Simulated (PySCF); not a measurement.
Rows and methods have been separated. Pair them.

Compound: protonated nitrous oxide, HN2O (charge +1).
InChI=1S/HN2O/c1-2-3/h1H/q+1

The closed-shell ground state was solved 4 times with PySCF (density fitting, gas phase), always in the pcJ-1 basis (91 functions), with these functionals: B97-2, CAM-B3LYP, PBE and PBE0. Geometry: PBE0-D3(BJ)/def2-SVP; no solvent, vibrations or thermal averaging.

| row | total energy (Eh) | HOMO (eV) | LUMO (eV) |
| --- | --- | --- | --- |
| P | -184.7162 | -16.90 | -9.94 |
| Q | -184.8233 | -18.11 | -8.96 |
| R | -184.6847 | -18.36 | -8.83 |
| S | -184.8075 | -19.75 | -7.64 |

**Question.** Which functional belongs to which row?

**Answer.** P = PBE, Q = B97-2, R = PBE0, S = CAM-B3LYP. By rising HOMO–LUMO gap: PBE (GGA) 6.96 eV; B97-2 (global hybrid, 21 % exact exchange) 9.15 eV; PBE0 (global hybrid, 25 % exact exchange) 9.53 eV; CAM-B3LYP (range-separated hybrid) 12.11 eV. Total energies of different functionals aren't bounds to one another; each is stationary for its own functional.
